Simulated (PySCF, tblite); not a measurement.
# chloride and 4 × water

A gas-phase complex of chloride and 4 × water; charge -1, singlet. The structure comes from a short search (6 tight-binding starts) and was relaxed by PBE0-D3(BJ)/def2-SVPD; another way of binding may lie lower. No frequency run checks that it is a minimum.

```
part      name  SMILES  atoms  charge  multiplicity
   1  chloride   [Cl-]      1      -1             1
   2     water       O    2–4       0             1
   3     water       O    5–7       0             1
   4     water       O   8–10       0             1
   5     water       O  11–13       0             1
```

```xyz
13

Cl    0.081   -0.587    0.550
O     0.128   -0.980   -2.546
H    -0.028   -0.919   -1.577
H     0.358   -0.062   -2.746
O     2.736   -0.972   -1.146
H     2.126   -1.287   -1.830
H     2.140   -0.947   -0.371
O     1.357    1.540   -1.586
H     2.088    0.902   -1.524
H     0.798    1.243   -0.847
O    -1.170   -3.268   -0.848
H    -0.852   -2.580   -0.235
H    -0.985   -2.884   -1.712
```
Atoms count from 1 in this order.

Contacts between parts, classed by geometry: H3···Cl1 2.156 Å (hydrogen bond, 167°); H9···O5 2.018 Å (hydrogen bond, 150°); H7···Cl1 2.284 Å (hydrogen bond, 151°); H6···O2 2.145 Å (hydrogen bond, 141°); H12···Cl1 2.336 Å (hydrogen bond, 161°); H4···O8 2.215 Å (hydrogen bond, 133°); H10···Cl1 2.411 Å (hydrogen bond, 147°).

Interaction energies are complex less parts, with the parts frozen as they stand in it; counterpoise-corrected, in kcal/mol (PySCF).

(1) Give the interaction energy at each level run.

(2) What holds them together? Decompose the wB97M-D3(BJ)/def2-SVPD energy: frozen parts, their antisymmetrised product, then relaxation.

The parts were also relaxed and run alone, at the levels used for the complex: shieldings by PBE0/aug-pcSseg-2; core levels by delta-SCF with SCAN, aug-pcX-2 on the ionised atom and aug-pcseg-1 elsewhere, spin-free X2C (2p3/2 is the spin-free 2p value less a third of a first-order spin-orbit splitting).

Values alone: O2–H3 bond (Å): 0.961; shielding of H3 (ppm): 30.84; shielding of Cl1 (ppm): 1149.3; shielding of H9 (ppm): 30.84; shielding of O5 (ppm): 327.6; Cl1 2p3/2 core level (eV): 196.90; O2 1s core level (eV): 539.78; O8 1s core level (eV): 539.78.

(3) How do these values change when the complex forms?

Results:

(1) 
```csv
level,interaction,superposition error removed
wB97M-D3(BJ)/def2-SVPD,-58.92,-2.76
PBE0-D3(BJ)/def2-SVPD,-60.48,-3.02
```

(2) electrostatic -85.4, Pauli repulsion +59.3, orbital relaxation -29.4, dispersion correction -6.1 kcal/mol, which sum to the value before the counterpoise correction; the Pauli term holds the exchange-correlation of the frozen density too. Of the attraction, 71 % is electrostatic, 24 % is orbital relaxation, 5 % is dispersion correction.

(3) 
```tsv
property	alone	in the complex	change
O2–H3 bond (Å)	0.961	0.983	+0.022
shielding of H3 (ppm)	30.84	25.81	-5.03
shielding of Cl1 (ppm)	1149.3	1017.2	-132.1
shielding of H9 (ppm)	30.84	27.62	-3.22
shielding of O5 (ppm)	327.6	284.1	-43.5
Cl1 2p3/2 core level (eV)	196.90	199.39	+2.49
O2 1s core level (eV)	539.78	534.69	-5.10
O8 1s core level (eV)	539.78	534.68	-5.10
```
